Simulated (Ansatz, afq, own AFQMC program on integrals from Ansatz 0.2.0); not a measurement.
**AlNH3, quartet: AFQMC among the cluster methods**

```yaml
atoms:
  - { symbol: Al, position_ang: [-1.0637, 0.0000, 0.0000] }
  - { symbol: H, position_ang: [-1.8566, 1.3734, 0.0000] }
  - { symbol: H, position_ang: [-1.8566, -1.3734, 0.0000] }
  - { symbol: H, position_ang: [0.8203, 0.0000, 0.0000] }
  - { symbol: N, position_ang: [2.2573, 0.0000, 0.0000] }
```

Connectivity, by distances: AlH3 ··· N.

Basis cc-pVTZ. Noble-gas cores (and the filled d shells of Ga–Kr and In–Xe) are frozen. Ansatz 0.2.0 and our own AFQMC program on the same integrals; the CISD trial comes from CCSD amplitudes, and released means the phaseless constraint is let go. Error bars are statistical, one sigma.

Determinant: UHF, the one that the program's search chose, which needn't be the lowest solution. The geometry is a point of a scan.

No full CI on the walks' own integrals is used here; CCSDT(Q) serves as the reference and is uncertain by about the last step of the cluster series.

Cautions: lower spins were not checked; unrestricted determinant slightly spin contaminated (⟨S²⟩ 3.81 against 3.75).

The T1 diagnostic is 0.0206 and the weight of the determinant in the CISD state is 0.881. The ⟨S²⟩ of the determinant is 3.812 and the size of the correlated space is 11 electrons in 100 orbitals.

Reference: CCSDT(Q), correlation energy -6.956 eV. The released energy is read at 2.40 1/Eh (meV from the phaseless value at times in 1/Eh: -3 ± 5 at 0.24, -12 ± 5 at 0.51, -11 ± 5 at 0.99, -11 ± 4 at 1.62, -12 ± 5 at 2.40).

```csv
level,E − E(reference) (mEh),share of correlation (%)
HF,255.64,0.00
MP2,50.18,80.37
CCSD,7.91,96.91
CCSD(T),1.50,99.41
CCSDT,0.25,99.90
ph-AFQMC/HF,-1.23 ± 0.99,100.48
ph-AFQMC/CISD,0.48 ± 0.18,99.81
released AFQMC,0.05 ± 0.20,99.98
```

A walk keeps the symmetry of its determinant, which the program's search chose and which needn't be the lowest solution, so a lower state of the same spin and another symmetry isn't excluded. Released energies are given only where the last usable release times agree within the noise; a slower fall can still hide under it.
